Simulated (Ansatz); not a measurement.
This Ansatz (an electronic-structure program) input (B2PLYP/6-311G**) gives -113.76806 Eh with 42 basis functions. A basis named .json is the Basis Set Exchange file of that set (core-valence sets with the plain set on hydrogen).

Ansatz 0.2 input:
```yaml
crystal:
  periodic: [false, false, false]
  atoms:
    - {symbol: O, position_ang: [0.01382699, -0.00208751, 0.60715025]}
    - {symbol: C, position_ang: [-0.02150103, 0.16263942, -0.61155375]}
    - {symbol: H, position_ang: [0.01839031, -0.95913641, -1.18787951]}
basis:
  gaussian:
    orbitals: 6-311G__.json
hamiltonian:
  xc: {name: B2PLYP}
total_charge: -1
magnetization: {spin_polarized: false}
correlation: {electrons: outside_noble_gas}
```

Change:
```diff
- orbitals: 6-311G__.json
+ orbitals: cc-pVTZ
```

Problem. What does the run give now?

Solution. -113.80631 Eh (B2PLYP/cc-pVTZ, 74 functions), a change of -38.25 mEh.
